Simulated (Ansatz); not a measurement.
# AlClH₄Si: functionals against CCSD(T) at one geometry

One table from this session's results is given with a row withheld; the runs are named, their logs left out.

The runs use Ansatz 0.2.0, Gaussian basis; single points in def2-TZVPP.

Cores are frozen in the correlated methods.

### The system as given

7 atoms, charge 0, spin multiplicity 1.

Atoms are counted from 1 here; the program's logs count them from 0.

Bond lengths: Al1–Si2 2.794 Å, Al1–Cl4 2.014 Å, Si2–H5 1.458 Å, Si2–H6 1.503 Å, Si2–H7 1.443 Å. Angles: Si2–Al1–Cl4 142.8°, Al1–Si2–H5 76.9°, Al1–Si2–H6 85.0°, Al1–Si2–H7 155.1°, H5–Si2–H6 118.7°, H5–Si2–H7 112.9°, H6–Si2–H7 107.7°.

Coordinates:

```xyz
7

Al   -1.3874    0.3806    1.0062
Si    1.0401   -0.0246   -0.3164
H    -0.6866   -0.5189   -0.8363
Cl   -3.3670    0.0387    0.8646
H     1.2691   -0.6309    0.9900
H     1.0756    1.4738   -0.4341
H     1.8953   -0.5653   -1.3447
```

Set-up of the first run:

The input, run/in.yaml:

```yaml
crystal:
  periodic: [false, false, false]
  atoms:
    - {symbol: Al, position_ang: [-1.387400, 0.380600, 1.006200]}
    - {symbol: Si, position_ang: [1.040100, -0.024600, -0.316400]}
    - {symbol: H, position_ang: [-0.686600, -0.518900, -0.836300]}
    - {symbol: Cl, position_ang: [-3.367000, 0.038700, 0.864600]}
    - {symbol: H, position_ang: [1.269100, -0.630900, 0.990000]}
    - {symbol: H, position_ang: [1.075600, 1.473800, -0.434100]}
    - {symbol: H, position_ang: [1.895300, -0.565300, -1.344700]}
basis:
  gaussian: {orbitals: def2-TZVPP}
correlation: {method: ccsd_t}
output: {forces: true}
```

The command line of these runs was not kept.

Among the steps run: CCSD(T)/def2-TZVPP; PBE0-D4/def2-TZVPP; wB97M-V/def2-TZVPP; r2SCAN-D4/def2-TZVPP; PBE-D4/def2-TZVPP; revPBE-D4/def2-TZVPP; LC-wPBE/def2-TZVPP.

One of the session's tables, all rows but one given; the rest of the session is left out.

| method | RMS force component (eV/Å) | angle to CCSD(T) forces (°) | dipole (D) |
| --- | --- | --- | --- |
| CCSD(T) | 1.158 | reference | 2.63 |
| PBE0-D4 | 1.143 | 3.8 | 2.56 |
| wB97M-V | 1.171 | 1.9 | 2.75 |
| r2SCAN-D4 | 1.156 | 5.3 | 2.49 |
| PBE-D4 | 1.171 | 8.0 | 2.42 |
| revPBE-D4 | ? | ? | ? |
| LC-wPBE | 1.149 | 4.7 | 2.66 |

Estimate the missing values for revPBE-D4.

The run gave: RMS force component (eV/Å): 1.147; angle to CCSD(T) forces (°): 11.1; dipole (D): 2.40. In the column «RMS force component (eV/Å)» it lies between PBE0-D4 (1.143) and LC-wPBE (1.149).
